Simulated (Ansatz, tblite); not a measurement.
Removing and adding an electron: Li3H3 (the lowest singlet isomer of a short search). Charge 0, multiplicity 1. Geometry: r2SCAN-D4/def2-TZVP. Ansatz, gas phase; energy differences of separate SCF runs; the oxidised species was run as a doublet alone; the reduced species was run as a doublet alone.

```tsv
atom	x (Å)	y (Å)	z (Å)
Li1	0.3913	-1.5725	0.0473
Li2	-1.0919	0.5957	1.0400
Li3	0.7001	0.9765	-1.0871
H4	1.2062	-0.6591	-1.1514
H5	-0.7780	-1.0810	1.1990
H6	-0.4277	1.7406	-0.0478
```

The xTB rows come from tblite. Correlated methods freeze no core orbitals; core or outer-core shells of Li are correlated, in sets that lack core-valence functions. In CCSD on the charge -1 doublet the largest single amplitude is 0.56, so its Hartree–Fock determinant may place the open shell otherwise than the density functionals do. HOMO above LUMO, or a gap near zero within one spin, warns that the state may not be the lowest or that an electron is smeared out. The structure comes from a short search, and lower isomers may exist.

| level | −HOMO (eV) | vertical IE (eV) | −LUMO (eV) | vertical EA (eV) | HOMO–LUMO gap (eV) | IE − EA (eV) | remarks |
| --- | --- | --- | --- | --- | --- | --- | --- |
| GFN1-xTB | 12.24 | 14.85 | 8.48 | 6.45 | 3.76 | 8.40 | – |
| GFN2-xTB | 9.65 | 12.48 | 4.33 | 1.59 | 5.32 | 10.89 | – |
| PBE-D4/def2-TZVPD | 5.27 | – | 0.89 | -0.18 | 4.38 | – | HOMO above zero (-1 doublet), gap within one spin near zero (-1 doublet) |
| r2SCAN-D4/def2-TZVPD | 5.49 | – | 0.33 | -0.38 | 5.15 | – | HOMO above zero (-1 doublet), gap within one spin near zero (-1 doublet) |
| PBE0-D4/def2-TZVP | 6.51 | 8.67 | 0.18 | – | 6.32 | – | – |
| PBE0-D4/def2-TZVPD | 6.45 | – | 0.36 | -0.28 | 6.10 | – | HOMO above zero (-1 doublet) |
| CCSD/def2-TZVPD | – | – | – | -0.68 | – | – | HOMO above zero (-1 doublet), large T1 (0.137) (-1 doublet) |
| CCSD/def2-TZVPP | – | 9.11 | – | – | – | – | large T1 (0.061) (+1 doublet) |
| CCSD(T)/def2-TZVPD | – | – | – | -0.67 | – | – | HOMO above zero (-1 doublet), large T1 (0.137) (-1 doublet) |
| CCSD(T)/def2-TZVPP | – | 9.09 | – | – | – | – | large T1 (0.061) (+1 doublet) |

Run but left out: HF/def2-TZVPP, MP2/def2-TZVPP (charge +1 doublet: a determinant that CCSD turns far, T1 0.061); PBE-D4/def2-TZVP, r2SCAN-D4/def2-TZVP (charge +1 doublet: an occupied level 0.18 to 0.23 eV above an empty one); HF/def2-TZVPD, MP2/def2-TZVPD (charge -1 doublet: a determinant that CCSD turns far, T1 0.137).   A HOMO above zero means that the electron is unbound at that level or that self-interaction error raises the level; the energy of removing that electron tells which. Raw xTB energy differences between charge states are shifted by several eV; the methods need an empirical correction for them. A negative affinity means that the extra electron isn't bound; its size then hangs on the basis.
